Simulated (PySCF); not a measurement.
Consider `FCl` (ClF). Optimised structure (Å), atoms numbered from 1:
```
F     0.8264   -0.0032   -0.0088
Cl   -0.8209    0.0057   -0.0195
```

Energies: PBE0-D3(BJ)/ma-def2-TZVP (PySCF, density fitting, integration grid level 2) on PBE0-D3(BJ)/ma-def2-SVP structures. The prefix ma- adds one diffuse s and one diffuse p function on all atoms but H. Thermal corrections: PBE0-D3(BJ)/ma-def2-SVP frequencies, unscaled, ideal gas at 298.15 K and 1 bar, quasi-RRHO entropy.

(1) What are the vertical and the adiabatic ionisation energy for forming the radical cation?

(2) Where does the unpaired spin of the relaxed radical cation sit?

(3) How far is −ε(HOMO) from the vertical value by ΔSCF?

Answers

(1) 12.74 eV vertical and 12.51 eV adiabatic, the latter with zero-point energy.

(2) Cl2 (chlorine) 0.79, F1 (fluorine) 0.21 (intrinsic atomic orbital populations).

(3) −ε(HOMO) = 9.56 eV, which is 3.18 eV below the ΔSCF value.

Note: spin-orbit coupling is left out of the energies, which matters for open shells on the heavier atoms.
